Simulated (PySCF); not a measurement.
Basis-set dependence of population analyses: `F[C@@]12C=C[C@@H]1C2`

Species: C5H5F.
Structure used (PBE0-D3(BJ)/def2-SVP), in Å, numbered top down from 1:
```xyz
11
C5H5F angstrom
F      0.776    1.615   -0.964
C      0.224    0.627   -0.240
C     -1.238    0.534    0.133
C     -1.253   -0.790   -0.103
C      0.197   -0.837   -0.550
C      1.072   -0.302    0.580
H     -1.924    1.228    0.624
H     -1.961   -1.584    0.150
H      0.611   -1.326   -1.434
H      2.143   -0.248    0.354
H      0.822   -0.525    1.623
```

PBE0 throughout (PySCF), one geometry, spherical d and f functions. Isolated species at its PBE0-D3(BJ)/def2-SVP geometry, gas phase. The first 7 of 11 kinds of atom are listed.

Mulliken charges (e):

```tsv
basis	functions	F1	C2	C3	C4	C5	C6	H7
STO-3G	35	-0.085	+0.093	-0.098	-0.079	-0.112	-0.171	+0.086
6-31G	64	-0.308	+0.209	-0.114	-0.123	-0.260	-0.344	+0.182
pcSseg-0	64	-0.337	+0.039	-0.076	-0.185	-0.394	-0.350	+0.252
6-31G*	94	-0.314	+0.364	-0.178	-0.142	-0.250	-0.404	+0.172
cc-pVDZ	109	-0.180	+0.127	-0.021	+0.003	-0.088	-0.002	+0.011
def2-SVP	109	-0.212	+0.165	-0.040	-0.032	-0.118	-0.035	+0.035
aug-cc-pVDZ	183	-0.608	+0.774	+0.354	+0.339	+0.553	+0.580	-0.318
6-311+G(2d,p)	192	-0.360	+0.416	-0.180	-0.091	-0.114	-0.251	+0.109
def2-TZVP	216	-0.205	+0.301	-0.226	-0.150	-0.137	-0.220	+0.125
cc-pVTZ	250	-0.184	+0.286	-0.193	-0.142	-0.101	-0.228	+0.117
IGLO-III	260	-0.287	+0.345	-0.122	-0.098	-0.081	-0.229	+0.074
```

IAO charges (e):

```tsv
basis	functions	F1	C2	C3	C4	C5	C6	H7
STO-3G	35	-0.106	+0.136	-0.158	-0.126	-0.167	-0.277	+0.136
6-31G	64	-0.266	+0.264	-0.182	-0.143	-0.174	-0.303	+0.159
pcSseg-0	64	-0.249	+0.246	-0.179	-0.139	-0.187	-0.299	+0.158
6-31G*	94	-0.275	+0.299	-0.180	-0.138	-0.172	-0.292	+0.150
cc-pVDZ	109	-0.275	+0.299	-0.182	-0.140	-0.173	-0.294	+0.152
def2-SVP	109	-0.276	+0.298	-0.179	-0.136	-0.170	-0.286	+0.149
aug-cc-pVDZ	183	-0.289	+0.302	-0.184	-0.143	-0.174	-0.301	+0.157
6-311+G(2d,p)	192	-0.290	+0.301	-0.183	-0.143	-0.174	-0.300	+0.157
def2-TZVP	216	-0.289	+0.305	-0.184	-0.143	-0.176	-0.301	+0.157
cc-pVTZ	250	-0.286	+0.304	-0.184	-0.143	-0.176	-0.302	+0.156
IGLO-III	260	-0.290	+0.303	-0.184	-0.143	-0.175	-0.301	+0.158
```

Hirshfeld charges (e):

| basis | functions | F1 | C2 | C3 | C4 | C5 | C6 | H7 |
| --- | --- | --- | --- | --- | --- | --- | --- | --- |
| STO-3G | 35 | -0.051 | +0.070 | -0.054 | -0.033 | -0.048 | -0.043 | +0.036 |
| 6-31G | 64 | -0.115 | +0.078 | -0.057 | -0.040 | -0.057 | -0.077 | +0.058 |
| pcSseg-0 | 64 | -0.107 | +0.083 | -0.055 | -0.036 | -0.057 | -0.080 | +0.056 |
| 6-31G* | 94 | -0.105 | +0.076 | -0.056 | -0.040 | -0.058 | -0.077 | +0.056 |
| cc-pVDZ | 109 | -0.093 | +0.074 | -0.055 | -0.037 | -0.059 | -0.083 | +0.054 |
| def2-SVP | 109 | -0.100 | +0.080 | -0.056 | -0.037 | -0.059 | -0.084 | +0.055 |
| aug-cc-pVDZ | 183 | -0.106 | +0.070 | -0.058 | -0.042 | -0.067 | -0.089 | +0.061 |
| 6-311+G(2d,p) | 192 | -0.108 | +0.068 | -0.057 | -0.041 | -0.066 | -0.084 | +0.060 |
| def2-TZVP | 216 | -0.105 | +0.071 | -0.057 | -0.041 | -0.065 | -0.086 | +0.059 |
| cc-pVTZ | 250 | -0.102 | +0.074 | -0.057 | -0.040 | -0.064 | -0.087 | +0.058 |
| IGLO-III | 260 | -0.105 | +0.071 | -0.058 | -0.041 | -0.067 | -0.089 | +0.060 |

ESP-fitted charges (e):

| basis | functions | F1 | C2 | C3 | C4 | C5 | C6 | H7 |
| --- | --- | --- | --- | --- | --- | --- | --- | --- |
| STO-3G | 35 | -0.105 | +0.248 | -0.175 | -0.159 | -0.061 | -0.404 | +0.117 |
| 6-31G | 64 | -0.253 | +0.414 | -0.272 | -0.229 | -0.062 | -0.477 | +0.184 |
| pcSseg-0 | 64 | -0.250 | +0.441 | -0.301 | -0.252 | -0.085 | -0.561 | +0.207 |
| 6-31G* | 94 | -0.187 | +0.336 | -0.262 | -0.212 | -0.061 | -0.457 | +0.179 |
| cc-pVDZ | 109 | -0.199 | +0.354 | -0.262 | -0.220 | -0.036 | -0.441 | +0.175 |
| def2-SVP | 109 | -0.210 | +0.364 | -0.262 | -0.221 | -0.040 | -0.441 | +0.176 |
| aug-cc-pVDZ | 183 | -0.240 | +0.416 | -0.296 | -0.248 | -0.015 | -0.477 | +0.192 |
| 6-311+G(2d,p) | 192 | -0.241 | +0.419 | -0.303 | -0.253 | -0.017 | -0.485 | +0.198 |
| def2-TZVP | 216 | -0.227 | +0.401 | -0.295 | -0.247 | -0.017 | -0.479 | +0.193 |
| cc-pVTZ | 250 | -0.216 | +0.383 | -0.286 | -0.236 | -0.024 | -0.468 | +0.188 |
| IGLO-III | 260 | -0.235 | +0.406 | -0.294 | -0.244 | -0.018 | -0.467 | +0.192 |

Which scheme is steadiest as the basis changes?

Largest range over the bases for any column: Hirshfeld 0.06 e, IAO 0.18 e, ESP-fitted 0.19 e, Mulliken 0.98 e. Hirshfeld charges move least and Mulliken charges most, counted in e. Without the minimal STO-3G basis the ranges are Hirshfeld 0.02, IAO 0.06, ESP-fitted 0.12, Mulliken 0.98 e.

How much do the charges still move between the two largest bases, cc-pVTZ and IGLO-III?

At most, over all atoms: Mulliken 0.103 e, IAO 0.004 e, Hirshfeld 0.003 e, ESP-fitted 0.023 e.

What do the same runs give for the total energy, the frontier levels and the dipole moment?

```csv
basis,energy (Eh),HOMO (eV),LUMO (eV),μ (D)
STO-3G,-289.1649,-4.30,2.67,0.75
6-31G,-292.8500,-6.55,-0.20,1.82
pcSseg-0,-292.2439,-6.98,-0.59,1.84
6-31G*,-292.9287,-6.35,-0.10,1.45
cc-pVDZ,-292.9535,-6.50,-0.31,1.44
def2-SVP,-292.7217,-6.62,-0.42,1.52
aug-cc-pVDZ,-292.9717,-6.65,-0.62,1.68
"6-311+G(2d,p)",-293.0197,-6.67,-0.63,1.71
def2-TZVP,-293.0466,-6.63,-0.55,1.62
cc-pVTZ,-293.0362,-6.60,-0.49,1.56
IGLO-III,-293.0516,-6.66,-0.61,1.67
```

The dipole is fixed by the density alone, so its range of 1.09 D shows that the density itself changes with the basis, not only its division among atoms.
